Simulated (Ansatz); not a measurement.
# Mo (model structure, started from the simple cubic type, Pm-3m, No. 221, 1 atom in the cell)

Level of theory: r²SCAN in Ansatz (PAW).

Run with plane-wave cutoff 500 eV, 28×28×28 k mesh, Fermi–Dirac smearing 0.1 eV, no spin polarisation, scalar-relativistic PAW data made under PBE.

Cell (relaxed at this level):

```
Mo
1.0
    2.58921     0.00000     0.00000
    0.00000     2.58921     0.00000
    0.00000     0.00000     2.58921
Mo
1
Direct
  0.00000   0.00000   0.00000
```

| Quantity | Result |
|---|---|
| band gap | zero (no gap) |

Note: the relaxation could raise the start's symmetry but not lower it, so the cell can be a saddle point.

Spin–orbit coupling is not included.

Computing time: roughly 50 core-seconds.

A model structure was made by putting elements into a prototype or built by hand; it is no filed structure, need not be a known phase, and can be a saddle point held by its symmetry.

Ansatz is an electronic-structure program.
